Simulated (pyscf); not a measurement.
# Four-centre exchange: GeH₃• + hydrogen chloride (HCl) → Cl–GeH₂• + hydrogen (H₂)

Gas phase, doublet surface, charge 0. Bonds broken: Ge1–H5, H2–Cl6. Bonds formed: Ge1–Cl6, H2–H5. PySCF, gas phase, ωB97X-D3(BJ)/def2-SVP geometries.

Transition state (Å):

```xyz
6

Ge    -0.1941     0.6545    -0.3931
H      1.1626    -0.8844    -0.2167
H      0.1951     1.9060     0.4429
H     -1.4793    -0.0457     0.0994
H      0.8807    -0.5994    -1.1218
Cl     1.1585    -0.6774     1.3875
```

One imaginary mode, 1278i cm⁻¹; descent along it reached the two sides named.

```tsv
bond	change	reactant side (Å)	saddle	product side
Ge1–H5	breaks	1.543	1.805	3.7
H2–Cl6	breaks	1.284	1.618	2.9
Ge1–Cl6	forms	3.6	2.6	2.166
H2–H5	forms	2.7	0.990	0.761
```

Electronic energies relative to the separated reactants (kcal/mol):

```json
[
 {"level": "ωB97X-D3(BJ)/def2-TZVP", "barrier": "31.3", "reaction energy": "-16.3", "reverse barrier": "47.6"},
 {"level": "PBE/def2-TZVP", "barrier": "23.0", "reaction energy": "-14.6", "reverse barrier": "37.7"},
 {"level": "r²SCAN/def2-TZVP", "barrier": "26.8", "reaction energy": "-14.9", "reverse barrier": "41.7"},
 {"level": "B3LYP-D3(BJ)/def2-TZVP", "barrier": "28.2", "reaction energy": "-15.1", "reverse barrier": "43.3"},
 {"level": "PBE0-D3(BJ)/def2-TZVP", "barrier": "27.7", "reaction energy": "-13.9", "reverse barrier": "41.7"},
 {"level": "M06-2X/def2-TZVP", "barrier": "30.9", "reaction energy": "-17.4", "reverse barrier": "48.3"},
 {"level": "ωB97M-D3(BJ)/def2-TZVP", "barrier": "33.0", "reaction energy": "-13.3", "reverse barrier": "46.3"},
 {"level": "HF/def2-TZVP", "barrier": "51.3", "reaction energy": "-11.5", "reverse barrier": "62.8"}
]
```

With ωB97M-D3(BJ)/def2-TZVP energies and thermal terms (ideal gas, 1 atm, RRHO with modes under 100 cm⁻¹ raised to 100, one conformer, R ln 2 for chiral ones without a mode under 150 cm⁻¹), in kcal/mol:

```csv
T (K),ΔH‡,ΔG‡,ΔH,ΔG
298,31.1,39.1,-14.1,-13.4
600,31.1,47.3,-13.5,-12.8
900,31.6,55.3,-13.1,-12.6
1200,32.2,63.1,-12.9,-12.5
```

The same reactants have a lower exit, to Cl–GeH₃ + H• (barrier +21.2 kcal/mol at ωB97M-D3(BJ)/def2-TZVP, against +33.0 kcal/mol here). One saddle was located; it need not be the lowest between these sides. Elements up to Kr have no core potential and no relativistic terms here.
